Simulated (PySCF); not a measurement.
# How well do the runs reproduce experiment for 1,1-dichloroethane?

**Measured values to compare with.**

NIST CCCBDB Release 22 (SRD 101), experimental dipoles lists, for the gas: dipole moment (dielectric constant against temperature) 2.06 D.

The runs below try to reproduce these values; the comparison stands at the end.

Compound: 1,1-dichloroethane, C2H4Cl2.
Atom-mapped SMILES: `[CH3:1][CH:2]([Cl:3])[Cl:4]` (hydrogens: H5, H6, H7 on C1; H8 on C2)

Structure used (GFN2-xTB), in Å, numbered top down from 1:
```
atom  x, y, z in Å
C1    -0.828   -0.012    0.020
C2     0.679    0.025    0.122
Cl3    1.333    1.411   -0.789
Cl4    1.387   -1.478   -0.522
H5    -1.244    0.908    0.425
H6    -1.211   -0.858    0.587
H7    -1.136   -0.113   -1.018
H8     1.030    0.127    1.151
```

The PySCF runs (gas phase, on this GFN2-xTB geometry; no spin–orbit coupling):

```json
{"level": "PBE0/pcSseg-1", "job": "shieldings, charges and field gradients", "basis functions": "102", "wall time": "5.7 s"}
```

Hardware: Arm Neoverse V1, one thread, no GPU, shared host.

## Comparison

**Dipole moment.** Measured: 2.06 D (NIST CCCBDB Release 22 (SRD 101), experimental dipoles).

```tsv
level	computed (D)	computed − measured (D)	% (from the printed values)
PBE0/pcSseg-1	2.23	+0.17	+8
```

The computed dipoles belong to one fixed geometry; measured ones are averaged over vibrations unless marked μe. Magnitudes are compared, not signs.

The geometry is computed, not the measured one. Where a level misses, the cause wasn't examined.
